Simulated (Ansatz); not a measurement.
Wavefunction ladder for `FC1CCCO1`

```
atom   x (Å)   y (Å)   z (Å)
  F1  -1.613  -0.293  -1.412
  C2  -1.167   0.484  -0.346
  C3  -0.658  -0.431   0.745
  C4   0.752  -0.724   0.244
  C5   1.132   0.594  -0.423
  O6  -0.100   1.251  -0.744
  H7  -1.999   1.140  -0.081
  H8  -1.285  -1.314   0.866
  H9  -0.637   0.120   1.689
 H10   1.444  -1.002   1.039
 H11   0.728  -1.533  -0.488
 H12   1.710   0.459  -1.339
 H13   1.693   1.250   0.250
```

Total charge 0; spin multiplicity 1. All single points use the PBE0-D4/def2-TZVP geometry. Frozen core, restricted reference, Ansatz 0.2.0. CBS rows extrapolate triple and quadruple zeta; past MP2 they add the triple-zeta difference.

| basis | HF (Eh) | MP2 corr. | CCSD corr. | (T) | CCSD(T) total |
| --- | --- | --- | --- | --- | --- |
| def2-TZVPP | -329.98196 | -1.15492 | -1.19094 | -0.04584 | -331.21874 |
| def2-QZVPP | -329.99668 | -1.24080 | – | – | – |
| CBS(def2) | -329.99870 | -1.30442 | -1.34043 | as TZ | -331.38497 |
